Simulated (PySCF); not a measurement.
S₂F₂ was optimised in PySCF in the def2-TZVP basis family (density fitting, no spin–orbit coupling) with several functionals.

One of them gave a singlet of Cs symmetry with a mean bond of 1.708 Å to S, wavenumbers 265, 324, 398, 661, 705, 743 cm⁻¹ and a HOMO–LUMO gap of 5.41 eV.

Task: Which level of theory was it?
A. PBE
B. PBE0
C. B3LYP

Result: C. That is B3LYP, with S–F 1.628 Å (×2), S–S 1.870 Å. The others give PBE0 1.690 Å and 778 cm⁻¹ for the highest mode; PBE 1.728 Å and 739 cm⁻¹ for the highest mode.

Only the bonding shown was studied: isomers, or loss of a ligand pair, can lie lower.
